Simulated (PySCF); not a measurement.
Gas-phase reaction: 3 PO₂ = 3 PO + O₃

Energies from PySCF (xtb for GFN2), thermal terms from the rigid-rotor harmonic-oscillator model, ideal gas at 1 bar. 'Table' is the NASA 1993 thermochemical table (part measured, part estimated). After a fit of one offset per element over all species, the range-separated, M06-2X, PBE0/def2-QZVP and CCSD(T)/def2-TZVPP enthalpies, where run, lie to one side of the table for PO₂ (+39 kJ/mol), O₃ (+19 kJ/mol): a fault of the table's entry, another state or a shared error of the levels is possible; this was not checked at source. † marks an energy on the PBE0/def2-TZVP geometry and frequencies; other levels use their own. MP2 and CCSD(T) freeze the core. 6-31G* has spherical d functions here. Open shells (unrestricted): PO₂ (multiplicity 2), PO (multiplicity 2, electronic degeneracy 4); the rest are closed-shell singlets. GFN2 has no spin-polarisation term. Spin-orbit splitting is ignored; it lowers the true energy and changes the entropy of PO. B3LYP is the form with VWN-RPA correlation. For this reaction the table lies outside the span of B3LYP, CCSD(T), M06-2X, MP2, PBE0, r2SCAN, ωB97M-V, ωB97X-V in their largest bases here; which side is off was not settled. MP2 isn't extrapolated to the basis-set limit; its ΔH°(298 K) is 798.7 kJ in def2-SVP and 952.0 kJ in def2-TZVPP. CCSD(T) isn't extrapolated to the basis-set limit; its ΔH°(298 K) is 757.7 kJ in def2-SVP and 906.9 kJ in def2-TZVPP. The harmonic model lacks anharmonicity and excited electronic states, which grow with temperature; levels with a mode under 35 cm⁻¹ are left out. Strong static correlation: O₃. The table's entry may be an old estimate for PO₂, PO (not checked at source). Warning, large T1 diagnostic: O₃ (CCSD(T)/def2-SVP†).

| level | ΔH°(298 K), kJ | minus table | ΔG°(2000 K), kJ |
|---|---|---|---|
| table | 996.6 | - | 701.4 |
| B3LYP/6-31G* | 821.3 | -175.3 | 535.3 |
| CCSD(T)/def2-SVP† | 757.7 | -238.9 | 468.8 |
| GFN2-xTB | 831.6 | -165.0 | 546.8 |
| MP2/def2-SVP† | 798.7 | -197.9 | 509.8 |
| PBE/def2-SVP | 796.1 | -200.5 | 512.6 |
| PBE/def2-TZVP† | 905.6 | -91.0 | 616.6 |
| PBE0/def2-SVP† | 817.7 | -178.9 | 528.8 |
| LDA/def2-TZVP† | 967.4 | -29.2 | 678.5 |
